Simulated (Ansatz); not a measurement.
## A barrier at the coupled-cluster level

Start structure (SiNH₆F, closed shell), relaxed at PBE0-D4/def2-TZVP:

```
9
angstrom
Si 0.1675 -0.7735 0.7727
F 1.0041 -1.2065 -0.5284
H -0.2625 -2.0352 1.4142
H 1.0946 0.0352 1.5935
N -1.2119 0.1550 0.4435
H 1.2139 1.1122 -1.9292
H 1.2089 1.8452 -2.0728
H -2.0641 -0.2617 0.1074
H -1.1504 1.1294 0.1991
```

The step: SiNH₄F ([NH2][SiH2][F]) + H₂ → SiNH₅ ([NH2][SiH3]) + HF; bonds formed: Si1–H7, F2–H6; bonds broken: Si1–F2, H6–H7. Ansatz 0.2.0; basis: def2-TZVPP and def2-QZVPP; cores frozen in the correlated methods. Extrapolation: Hartree–Fock as exp(−7.88 √X), correlation as X^−2.97. Energies below are by CCSD(T) at an estimated basis limit (MP2 extrapolated from triple and quadruple zeta, plus CCSD(T) − MP2 in triple zeta).

What are the electronic barrier and the energy of the step, from the start structure to the end structure? (Judge from chemistry; the value comes from the calculation.)

The calculation gives: Barrier 2.565 eV; step energy 1.337 eV (uphill); reverse barrier, their difference, 1.228 eV. Barrier and step energy count from the start structure, the reverse barrier from the end structure.

The saddle point: One imaginary mode of 1040i cm⁻¹.
| pair | start (Å) | saddle (Å) | end (Å) |
| --- | --- | --- | --- |
| Si1–H7 | 4.00 | 1.70 | 1.51 |
| F2–H6 | 2.72 | 1.20 | 0.93 |
| Si1–F2 | 1.61 | 1.97 | 3.31 |
| H6–H7 | 0.75 | 0.97 | 1.70 |

Zero-point energy (harmonic, PBE0-D4): ZPE is 1.568 eV at the start and 1.659 eV at the saddle, so the barrier goes from 2.565 to 2.656 eV.

T1 diagnostic: at most 0.013.

Labels in which every atom is bracketed show which atoms are joined, not bond orders.

For scale, one of the runs: CCSD(T)/def2-TZVPP, 188 basis functions, launched by `ansatz run in.yaml --threads 2 --pin off --events-out ev --progress --plain --max-ram 4352MiB`. The run took 35 s on 2 CPU threads of an Arm Neoverse V2 (shared host), with 2 GiB of host memory at its peak.
